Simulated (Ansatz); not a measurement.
# BHNSi: the cost of one run

The runs use Ansatz 0.2.0, Gaussian basis; def2-QZVPP, core rule «outside noble gas», up to 7 orbitals frozen.

Plan: UHF; ROHF; CCSD(T) on UHF.

5 further runs of the same task are left out: 1 that didn't finish, 4 set aside as unsound or not needed. Runs told in other sessions of the task aren't counted.

### 1 What is computed

The geometry is a PBE0/def2-TZVP stationary point (not a proven minimum).

4 atoms, charge 0, spin multiplicity 4.

Atoms are counted from 1 here; the program's logs count them from 0.

Bond lengths: B1–Si2 1.824 Å, Si2–N3 1.538 Å, N3–H4 0.996 Å. Angles: B1–Si2–N3 173.5°, Si2–N3–H4 161.9°.

### 2 UHF

Contents of in.yaml:

```yaml
crystal:
  periodic: [false, false, false]
  atoms:
    - {symbol: B, position_ang: [0.000000, -0.062553, 2.375794]}
    - {symbol: Si, position_ang: [0.000010, 0.013734, 0.552939]}
    - {symbol: N, position_ang: [0.000006, -0.096050, -0.981036]}
    - {symbol: H, position_ang: [-0.000016, 0.144869, -1.947698]}
basis:
  gaussian: {orbitals: "def2-QZVPP.json"}
magnetization: {spin_polarized: true, initial_magnetization: 3}
hamiltonian: {xc: hf}
output: {orbitals: {seedname: orbitals}}
```

Launch:

```sh
> ansatz run in.yaml --threads 1 --pin off --events-out ev --progress --plain --max-ram 2393MiB
```

**Question.** How long does this run take on 1 thread of Arm Neoverse V2, shared host, and how much memory does it need?

About 12 s, with a peak of 0.41 GiB.
